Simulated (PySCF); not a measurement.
This PySCF input asks for the NMR shieldings of Methylidenesilylene (SMILES C=[Si]); the geometry comes from PBE0-D3(BJ)/def2-SVP.

```python
import basis_set_exchange as bse
import numpy as np
from pyscf import gto, dft
from pyscf.prop import nmr

atoms = """
C    -0.116641    0.012299   -0.204789
Si    1.554291   -0.107476   -0.555845
H    -0.762574    0.821527   -0.576226
H    -0.654607   -0.716800    0.419510
"""
names = dict.fromkeys(["C", "Si", "H"], "pcSseg-2")
basis = {el: gto.basis.parse(bse.get_basis(n, elements=[el], fmt="nwchem")) for el, n in names.items()}
mol = gto.M(atom=atoms, basis=basis, charge=0, verbose=0)
mf = dft.RKS(mol, xc="PBE")
mf.grids.level = 2
mf.grids.alignment = dft.numint.BLKSIZE   # the property module wants whole blocks of grid points
mf.conv_tol = 1e-9
mf.kernel()

calc = nmr.RKS(mf)   # GIAO
sigma = calc.kernel()   # uncoupled for a functional without exact exchange
for i, s in enumerate(sigma):   # ppm
    print("%2d %-2s %9.2f" % (i, mol.atom_pure_symbol(i), np.trace(s) / 3))
```

**Question.** What are the results?

**Answer.** 
```
 0 C      48.18
 1 Si   -382.71
 2 H      24.37
 3 H      24.33
```

These numbers come from an equivalent density-fitted implementation of the same equations, which agrees with the script to about 0.01 ppm for H and up to a few tenths of a ppm for heavy atoms, so last digits may differ.

**Question.** Turn these shieldings into chemical shifts. References, each an isolated molecule treated in the same way: TMS for ¹³C (179.39 ppm) and ²⁹Si (323.43 ppm) and ¹H (31.18 ppm).

**Answer.** Averaging equivalent atoms: C 0: 131.2; Si 1: 706.1; H 2/3: 6.83 ppm. 

Size and cost of the density-fitted run: 107 basis functions, 2.4 s wall time on 1 thread of an x86-64 server CPU, shared host.
